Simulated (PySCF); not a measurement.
**Other spins and charges of HSiCl, triplet at one geometry**

Geometry (PBE0/def2-TZVP stationary point for this spin, not checked as a minimum):

```json
{"atom": "Si", "x (Å)": "0.0000", "y (Å)": "-0.0971", "z (Å)": "1.1106"}
{"atom": "Cl", "x (Å)": "0.0000", "y (Å)": "0.0428", "z (Å)": "-0.9322"}
{"atom": "H", "x (Å)": "0.0000", "y (Å)": "1.2019", "z (Å)": "1.8432"}
```

Basis 6-31G; PySCF 2.14.0. Only valence electrons are correlated (noble-gas cores frozen). R marks a restricted (for open shells ROHF) determinant, U an unrestricted one.

Gaps are energies of the second state less the first, at fixed atoms, for a selection of the levels run; mean-field and cluster levels share one orbital occupation for each state, and full CI takes the lowest of the symmetries tried.

Removing an electron, to the quartet: 11.798 eV at RCCSDT.

```json
{"level": "UHF", "gap (eV)": "11.240", "error (meV)": "-558"}
{"level": "RMP2", "gap (eV)": "11.787", "error (meV)": "-11"}
{"level": "UMP2", "gap (eV)": "11.788", "error (meV)": "-10"}
{"level": "UCCSD", "gap (eV)": "11.785", "error (meV)": "-13"}
{"level": "RCCSD(T)", "gap (eV)": "11.798", "error (meV)": "0"}
{"level": "PBE", "gap (eV)": "12.364", "error (meV)": "566"}
{"level": "r2SCAN", "gap (eV)": "12.435", "error (meV)": "637"}
{"level": "PBE0", "gap (eV)": "12.423", "error (meV)": "625"}
{"level": "B3LYP", "gap (eV)": "12.430", "error (meV)": "632"}
{"level": "wB97M-V", "gap (eV)": "12.432", "error (meV)": "634"}
```

Quintet less triplet: 7.461 eV at RCCSDT.

```tsv
level	gap (eV)	error (meV)
RHF	7.016	-445
UHF	7.011	-450
RMP2	7.479	18
UMP2	7.482	21
RCCSD	7.448	-13
UCCSD	7.448	-13
RCCSD(T)	7.461	0
UCCSD(T)	7.461	0
UCCSDT	7.461	0
PBE	7.370	-91
r2SCAN	7.461	0
PBE0	7.466	5
B3LYP	7.572	111
wB97M-V	7.729	268
B2PLYP	7.611	150
```

In so small a basis the reference is far from its limit while semilocal and hybrid functionals are nearer theirs (RPA and double hybrids share part of the reference's basis error), so the functionals' errors here hold much of the reference's basis and frozen-core error, which can add to them or hide them. The set has no polarisation functions, which weighs most on the reference.

Full CI isn't at hand for all of this; RCCSDT serves as the reference. It lacks quadruple excitations, which often exceed the step from CCSD(T) to CCSDT. The frozen core follows each run's orbitals, which can shift R against U totals by a few meV.
